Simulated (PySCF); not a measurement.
Coordinates in bohr (charge 1 multiplicity 2):
```
P     1.5863    1.2708    1.5863
P     1.5863   -1.2708   -1.5863
P    -1.5863    1.2708   -1.5863
P    -1.5863   -1.2708    1.5863
```

Computed with PySCF, UPBE0, basis P def2-TZVP (no relativity, density fitting).

This geometry of [P4]+ is a stationary point at this level.

What is the point group?

D2d.

Is it a minimum?

Yes: all harmonic wavenumbers are real.

Which band is strongest in the infrared?

346 cm⁻¹ (b2), 6 km/mol.

What are the dipole moment and the gap between the highest occupied and lowest empty levels of either spin?

0.00 D about the centre of mass and 2.62 eV.

Give the ideal-gas entropy at 298.15 K and 1 bar by parts.

translation 169.0, rotation 99.7, vibration 23.5, spin 5.8; total 298.0 J/(mol K).

Only a few start shapes were tried, so a lower isomer may exist.
